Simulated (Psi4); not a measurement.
Process, species as SMILES: N (NH3) + H+ → [NH4+]
B3LYP-D3(BJ)/def2-TZVP geometries, fixed; electronic energies without zero-point terms; positive where energy is released.

Effect of the grid (radial, spherical points) at wB97X-V/def2-TZVP with Psi4, against the last row, where the proton affinity is 213.45 kcal/mol.

| setting | grid points, largest species | largest shift of a total energy (mEh) | shift of the proton affinity (kcal/mol) |
|---|---|---|---|
| grid: 35, 110 | 18975 | 0.022 | 0.018 |
| grid: 50, 194 | 47621 | 0.002 | 0.003 |
| grid: 75, 302 | 109620 | 0.000 | 0.000 |
| grid: 99, 590 | 280947 | 0.000 | 0.000 |
| grid: 150, 974 | 700380 | 0.000 | 0.000 |

Within 0.02 kcal/mol in the proton affinity: grid: 35, 110; grid: 50, 194; grid: 75, 302; grid: 99, 590. The largest shift is 0.022 mEh in a total energy and 0.018 kcal/mol in the difference.
